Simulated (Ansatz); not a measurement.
# Molecular dynamics of CH9NSi

Input:

```yaml
crystal:
  periodic: [false, false, false]
  atoms:
    - { symbol: C, position_ang: [-0.624961, -0.313291, -1.860686] }
    - { symbol: "N", position_ang: [0.484396, 0.593699, -1.552209] }
    - { symbol: H, position_ang: [-1.084997, -0.821771, -0.995742] }
    - { symbol: H, position_ang: [-0.271554, -1.084953, -2.553378] }
    - { symbol: H, position_ang: [-1.412006, 0.248848, -2.376216] }
    - { symbol: H, position_ang: [1.233064, 0.089636, -1.080266] }
    - { symbol: H, position_ang: [0.178016, 1.321423, -0.909249] }
    - { symbol: Si, position_ang: [0.300111, -0.007456, 2.266267] }
    - { symbol: H, position_ang: [1.623745, 0.594193, 1.958577] }
    - { symbol: H, position_ang: [-0.776061, 0.920909, 1.831859] }
    - { symbol: H, position_ang: [0.189638, -0.244661, 3.729065] }
    - { symbol: H, position_ang: [0.16081, -1.296677, 1.541977] }
basis:
  gaussian: { orbitals: "6-31G*" }
hamiltonian:
  xc: b3lyp
md:
  timestep: 0.5
  n_steps: 300
  ensemble: nvt_langevin
  temperature: 300.0
  initial_velocities: maxwell_boltzmann
  seed: 180623
  friction: 0.05
  temperature_schedule:
    - { n_steps: 75, end_temperature: 300.0 }
    - { n_steps: 225, end_temperature: 10.0 }
```

Command:

```bash
$ ansatz run input.yaml --threads 1 --pin off --max-ram 2048MiB --backend cpu --events-out ev --progress --plain --runs-dir out
```

It starts from a relaxed structure.

Output, in part (step lines, the closing report, with atoms numbered from 0):

```
md step     0: t =     0.00 fs  T =   275.0 K (target 300.0 K)  F+E_penalty+E_count = -10550.89634671 eV  E_kin = 0.426558 eV  (23 SCF iters)
md step     1: t =     0.50 fs  T =   276.9 K (target 300.0 K)  F+E_penalty+E_count = -10550.88782060 eV  E_kin = 0.429478 eV  (24 SCF iters)
md step     2: t =     1.00 fs  T =   271.1 K (target 300.0 K)  F+E_penalty+E_count = -10550.86265645 eV  E_kin = 0.420434 eV  (24 SCF iters)
md step     3: t =     1.50 fs  T =   212.8 K (target 300.0 K)  F+E_penalty+E_count = -10550.82774501 eV  E_kin = 0.330074 eV  (24 SCF iters)
md step     4: t =     2.00 fs  T =   203.6 K (target 300.0 K)  F+E_penalty+E_count = -10550.79458520 eV  E_kin = 0.315861 eV  (24 SCF iters)
md step     5: t =     2.50 fs  T =   193.9 K (target 300.0 K)  F+E_penalty+E_count = -10550.77303128 eV  E_kin = 0.300697 eV  (21 SCF iters)
md step     6: t =     3.00 fs  T =   198.0 K (target 300.0 K)  F+E_penalty+E_count = -10550.76499818 eV  E_kin = 0.307188 eV  (22 SCF iters)
md step     7: t =     3.50 fs  T =   202.3 K (target 300.0 K)  F+E_penalty+E_count = -10550.76999893 eV  E_kin = 0.313722 eV  (24 SCF iters)
[... lines left out ...]
md step   297: t =   148.50 fs  T =    56.1 K (target 14.5 K)  F+E_penalty+E_count = -10550.79847410 eV  E_kin = 0.087073 eV  (22 SCF iters)
md step   298: t =   149.00 fs  T =    55.5 K (target 13.2 K)  F+E_penalty+E_count = -10550.79868768 eV  E_kin = 0.086055 eV  (22 SCF iters)
md step   299: t =   149.50 fs  T =    54.5 K (target 11.9 K)  F+E_penalty+E_count = -10550.79797632 eV  E_kin = 0.084491 eV  (22 SCF iters)
md step   300: t =   150.00 fs  T =    52.2 K (target 10.6 K)  F+E_penalty+E_count = -10550.79638878 eV  E_kin = 0.080986 eV  (25 SCF iters)
Total energy: -10550.79663151 eV, -387.7346246211 hartree
Atom 0 at    -0.431483    -0.341816    -1.843684 Å, force     0.090702     1.064221    -0.325268 eV/Å
Atom 1 at     0.275684     0.957128    -1.822507 Å, force    -0.676999    -0.303575     0.012375 eV/Å
Atom 2 at     0.104815    -1.151490    -1.384290 Å, force     0.519700    -0.813839     0.162151 eV/Å
Atom 3 at    -0.685325    -0.579066    -2.877661 Å, force    -0.030673    -0.217422    -0.064609 eV/Å
Atom 4 at    -1.345163    -0.231548    -1.278041 Å, force    -0.570533     0.081146     0.090388 eV/Å
Atom 5 at     1.216082     0.830606    -2.157725 Å, force     0.520387    -0.030259    -0.186127 eV/Å
Atom 6 at     0.353841     1.252354    -0.858146 Å, force     0.122497     0.228128     0.258275 eV/Å
Atom 7 at     0.359638    -0.133387     2.068795 Å, force    -0.198069     0.093730    -0.340338 eV/Å
Atom 8 at     1.270771     1.012776     1.744839 Å, force    -0.020213    -0.270032     0.061473 eV/Å
Atom 9 at    -1.036348     0.353642     1.798477 Å, force     0.231114    -0.165316     0.127242 eV/Å
Atom 10 at     0.511849    -0.519957     3.497960 Å, force    -0.004535     0.006766    -0.083922 eV/Å
Atom 11 at     0.629174    -1.312314     1.167609 Å, force     0.016622     0.326451     0.288360 eV/Å
Dipole moment:     0.177481    -0.217385     0.211893 e Å
```

The steps, from the saved trajectory:

```
time (fs)  T (K)  potential energy less start (eV)
      0.0    275                             0.000
      5.0    196                             0.086
     10.0    193                             0.130
     15.0    256                             0.190
     20.0    235                             0.313
     25.0    370                             0.311
     30.0    314                             0.294
     35.0    303                             0.220
     40.0    263                             0.208
     45.0    140                             0.332
     50.0    245                             0.309
     55.0    313                             0.341
     60.0    251                             0.427
     65.0    355                             0.290
     70.0    366                             0.231
     75.0    241                             0.325
     80.0    226                             0.388
     85.0    380                             0.180
     90.0    209                             0.322
     95.0    161                             0.359
    100.0    153                             0.347
    105.0    156                             0.315
    110.0    119                             0.281
    115.0    164                             0.183
    120.0    137                             0.228
    125.0    122                             0.187
    130.0    104                             0.142
    135.0     92                             0.116
    140.0     57                             0.137
    145.0     58                             0.098
    150.0     52                             0.100
```

The run went to its last step. The schedule's set-point averaged 107 K over the second half and the system 153 K, so it lags behind the ramp. A run of 0.15 ps of so small a system gives no equilibrium averages.

The same pairs are bonded in the first frame and the last. Pairs count as bonded within 1.25 times the sum of covalent radii (0.12 Å more for H–H).

Last frame:

```xyz
12
Properties=species:S:1:pos:R:3
C -0.431 -0.342 -1.844
N 0.276 0.957 -1.823
H 0.105 -1.151 -1.384
H -0.685 -0.579 -2.878
H -1.345 -0.232 -1.278
H 1.216 0.831 -2.158
H 0.354 1.252 -0.858
Si 0.360 -0.133 2.069
H 1.271 1.013 1.745
H -1.036 0.354 1.798
H 0.512 -0.520 3.498
H 0.629 -1.312 1.168
```

The run took 12 min on 1 thread of Arm Neoverse V1 (shared host), peak memory 0.24 GiB.
